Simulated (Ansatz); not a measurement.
System: 2H MoS2. Method: r²SCAN (Ansatz, an electronic-structure program, plane waves, PAW).

Run with plane-wave cutoff 560 eV, 12×12×4 k mesh (along the axes of the cell as run), Fermi–Dirac smearing 0.01 eV, no spin polarisation, scalar-relativistic PAW data made under PBE.

Cell (relaxed at this level):

```yaml
crystal:
  lattice:
    - [1.59218, -2.75773, 0.00000]
    - [1.59218, 2.75773, 0.00000]
    - [0.00000, 0.00000, 12.98577]
  atoms:
    - { symbol: Mo, position: [0.33333, 0.66667, 0.25000] }
    - { symbol: Mo, position: [0.66667, 0.33333, 0.75000] }
    - { symbol: S, position: [0.33333, 0.66667, 0.86957] }
    - { symbol: S, position: [0.66667, 0.33333, 0.36957] }
    - { symbol: S, position: [0.66667, 0.33333, 0.13043] }
    - { symbol: S, position: [0.33333, 0.66667, 0.63043] }
```

Q: Estimate the bulk modulus B0, band gap, smallest direct gap on the k points sampled and direct gap at Γ that the calculation returns.

A: 
* **bulk modulus B0**: 18.3 GPa
* **band gap**: 1.16 eV
* **smallest direct gap on the k points sampled**: 1.72 eV
* **direct gap at Γ**: 2.36 eV

Measured, for comparison: bulk modulus 53.4 ± 1 GPa (room temperature, not corrected to a static lattice; as tabulated in Equation of State Measurement of Molybdenum Disulfide, J. Phys. Chem. Solids 67 …). Computed (rounded) less measured: bulk modulus -66 %.

Note: for a layered or molecular solid the relaxed cell lies over 5 % above the published volume, where the minimum can be shallow; the cell comes from a level without a dispersion term, which matters for the spacing of layers, chains or molecules; the bulk modulus comes from volumes at which shape and atoms were relaxed.

Spin–orbit coupling is not included.

Computed values are for the static lattice.

Computing time: about 16 core-minutes (a rough figure).
